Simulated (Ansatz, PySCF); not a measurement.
System: acetonitrile, C2H3N (charge 0, singlet). SMILES: CC#N
Geometry: optimised at B3LYP-D3(BJ)/def2-TZVP (Ansatz, a first-principles code).

Wanted: enthalpy of formation at 298 K, in kcal/mol. Conventions: non-relativistic; spin-orbit terms left out; UHF or UKS for open shells; 6-311+G** with 5d; dispersion terms only where a functional's name holds one; frozen cores in correlated levels; 6-31G* and kin with 6d, 5d where marked. CBS marks a two-point X^-3 extrapolation of the correlation energy; Hartree-Fock from the larger set. [CCSD(T)-MP2]/basis is that difference in the basis named. First-principles rows: single points at B3LYP-D3(BJ) geometries (Ansatz), with unscaled harmonic terms from B3LYP/6-31G* at its own minima, enthalpies of formation by atomisation with measured atoms.

Measured values: G2/97 table in ASE (Curtiss et al.); they hold spin-orbit and core effects, anharmonicity. 

Value to compare with, the measured value: 18.0 kcal/mol.

```json
[
 {"level": "HF/6-311+G**", "program": "Ansatz", "enthalpy of formation at 298 K (kcal/mol)": "205.1", "error": "187.1"},
 {"level": "PBE/6-31G*", "program": "Ansatz", "enthalpy of formation at 298 K (kcal/mol)": "0.3", "error": "-17.7"},
 {"level": "PBE/6-311+G**", "program": "Ansatz", "enthalpy of formation at 298 K (kcal/mol)": "2.9", "error": "-15.1"},
 {"level": "BLYP/6-31G*", "program": "Ansatz", "enthalpy of formation at 298 K (kcal/mol)": "16.9", "error": "-1.1"},
 {"level": "BP86/def2-SVP", "program": "PySCF", "enthalpy of formation at 298 K (kcal/mol)": "-6.8", "error": "-24.8"},
 {"level": "B3LYP/STO-3G", "program": "Ansatz", "enthalpy of formation at 298 K (kcal/mol)": "-36.5", "error": "-54.5"},
 {"level": "B3LYP/6-31G*", "program": "Ansatz", "enthalpy of formation at 298 K (kcal/mol)": "21.4", "error": "3.4"},
 {"level": "B3LYP/6-31+G*", "program": "Ansatz", "enthalpy of formation at 298 K (kcal/mol)": "25.6", "error": "7.6"},
 {"level": "B3LYP/def2-SVP", "program": "Ansatz", "enthalpy of formation at 298 K (kcal/mol)": "16.3", "error": "-1.7"},
 {"level": "B3LYP/cc-pVDZ", "program": "Ansatz", "enthalpy of formation at 298 K (kcal/mol)": "29.3", "error": "11.3"},
 {"level": "M06-2X/6-311+G**", "program": "PySCF", "enthalpy of formation at 298 K (kcal/mol)": "23.8", "error": "5.8"},
 {"level": "MP2/3-21G", "program": "Ansatz", "enthalpy of formation at 298 K (kcal/mol)": "97.2", "error": "79.2"},
 {"level": "MP2/6-31G*", "program": "Ansatz", "enthalpy of formation at 298 K (kcal/mol)": "57.8", "error": "39.8"},
 {"level": "PBE0/def2-TZVPD", "program": "Ansatz", "enthalpy of formation at 298 K (kcal/mol)": "16.9", "error": "-1.1"},
 {"level": "wB97M-V/def2-TZVPD", "program": "Ansatz", "enthalpy of formation at 298 K (kcal/mol)": "17.0", "error": "-1.0"},
 {"level": "RI-MP2/CBS(aug-cc-pVTZ,aug-cc-pVQZ)+[CCSD(T)-MP2]/aug-cc-pVTZ", "program": "Ansatz", "enthalpy of formation at 298 K (kcal/mol)": "19.9", "error": "1.9"}
]
```

Among the 13 habitual levels, HF/6-311+G** lies farthest from the measured value (187.1 kcal/mol); 7 of 13 lie above it, and their mean absolute error is 34.5 kcal/mol, the median 15.1. One case shows no general order.

The levels are drawn from those run, B3LYP/6-31G* more often than the rest, none by its result; runs whose electronic state is in doubt are left out.
